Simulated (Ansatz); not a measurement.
**Relative stability**

The two ends of one reaction step of CH4AlF, singlet (PBE0-D4/def2-TZVP).

A:

```xyz
7
angstrom
Al 0.7276 -0.3594 -1.0709
F -1.2758 -1.8937 -0.3026
H -0.9424 -2.3471 -1.0436
C 0.4245 0.9538 0.3803
H 0.5235 0.4814 1.3660
H 1.1307 1.7917 0.3444
H -0.5882 1.3733 0.3266
```

B:

```
7
angstrom
Al -0.2982 -0.8811 -0.4501
F -1.5947 -1.6470 0.2350
H 0.3261 -1.5967 -1.7126
C 0.3054 0.7765 0.3514
H 0.6004 0.6212 1.3940
H 1.1579 1.2064 -0.1799
H -0.4970 1.5207 0.3624
```

Computed with Ansatz 0.2.0 (basis: def2-TZVPP); correlated methods freeze the cores. B3LYP uses VWN-RPA correlation.

(1) Which structure is lower at CCSD(T), and by how much? (Judge from chemistry; the value comes from the calculation.)

T1 diagnostic: at most 0.012. The restricted Hartree–Fock reference is unstable towards an unrestricted one at one or more of these structures.

## Answers

(1) By the calculation: B, by 283.3 kJ/mol (electronic energy, against the other). By their contacts, A is a complex of CH₃Al ([CH3][Al]) + HF and B is CH₄AlF ([CH3][AlH][F]).

All methods give the same order:

```tsv
method	E(B) − E(A) (kJ/mol)
SPW92	-270.1
PBE-D4	-264.6
BLYP-D4	-269.6
r2SCAN-D4	-300.4
B97M-V	-297.0
PBE0-D4	-276.8
B3LYP-D4	-280.8
r2SCAN0-D4	-300.7
BHLYP-D4	-294.2
CAM-B3LYP-D4	-293.2
wB97X-V	-297.1
wB97M-V	-281.8
B2PLYP	-290.7
PBE-QIDH	-293.9
RPA on PBE	-273.9
HF	-302.9
MP2	-298.1
CCSD	-285.1
CCSD(T)	-283.3
```

Labels in which every atom is bracketed show which atoms are joined, not bond orders.

For scale, one of the runs: CCSD(T)/def2-TZVPP, 160 basis functions (an equivalent command: `ansatz run in.yaml --threads 2`). Time: 21 s of wall clock on 2 CPU threads; the host was shared. Peak host memory: 1.1 GiB.
